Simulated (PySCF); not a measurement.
Gas-phase reaction: SH + 2 SiF₂ + 2 SiHF ⇌ 3 SiHF₂ + SiS

Energies from PySCF, thermal terms from the rigid-rotor harmonic-oscillator model, ideal gas at 1 bar. † marks an energy on the PBE0/def2-TZVP geometry and frequencies; other levels use their own. 6-31G* has spherical d functions here. Open shells (unrestricted): SH (multiplicity 2, electronic degeneracy 4), SiHF₂ (multiplicity 2); the rest are closed-shell singlets. Spin-orbit splitting is ignored; it lowers the true energy and changes the entropy of SH. B3LYP is the form with VWN-RPA correlation. SiHF, SiHF₂: computed as isolated molecules; such fragments, hydroxides, amides, oligomers or adducts are transient or little studied in the gas. The harmonic model lacks anharmonicity and excited electronic states, which grow with temperature; levels with a mode under 35 cm⁻¹ are left out.

```tsv
level	ΔE electronic, kJ	ΔH°(298 K), kJ	ΔS°(298 K), J/K	ΔG°(1400 K), kJ
B3LYP/def2-TZVP†	-220	-205	-150	2
BLYP/def2-TZVP†	-200	-185	-150	22
HF/6-31G*	-252	-233	-152	-22
HF/def2-TZVP†	-290	-274	-150	-67
PBE/def2-TZVP†	-256	-240	-150	-33
PBE0/def2-QZVP†	-272	-256	-150	-49
PBE0/def2-TZVP	-274	-259	-150	-51
r2SCAN/def2-TZVP†	-325	-310	-150	-102
ωB97M-V/def2-TZVP†	-186	-170	-150	37
ωB97X-V/def2-TZVP†	-231	-216	-150	-9
```
ΔH° is lowest at r2SCAN/def2-TZVP† and highest at ωB97M-V/def2-TZVP†. No reference value is set beside these.
